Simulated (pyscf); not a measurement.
Optimised with ωB97X-D3(BJ)/def2-SVP in PySCF.

Question: For the elementary gas-phase step Al–Cl [singlet] + ammonia (NH₃) → HN=Al–Cl + hydrogen (H₂) (singlet surface; H–N, H–N broken, Al–N, H–H formed), what barrier and reaction energy does ωB97M-D3(BJ)/def2-TZVP give, measured from the separated reactants?

Answer: ΔE‡ = 80.1 kcal/mol, ΔE = +44.3 kcal/mol. Zero-point energy shifts the barrier by -5.5 kcal/mol. It is a concerted two-bond exchange, with an imaginary mode of 1269i cm⁻¹. On the reactant side the descent ends in an adduct with a Al–N contact, 14.0 kcal/mol under the separated species and 94.6 kcal/mol under the saddle at ωB97X-D3(BJ)/def2-TZVP. What is counted as formed (Al–N) is already present as a longer contact in the reactant adduct; forming that adduct is a step of its own. The same reactants have a lower exit, to H₂N–AlH–Cl (barrier +35.7 kcal/mol at ωB97M-D3(BJ)/def2-TZVP, against +80.1 kcal/mol here). One saddle was located; it need not be the lowest between these sides. A restricted solution here is unstable towards spin polarisation, so biradical character is likely and single-reference numbers are less safe.
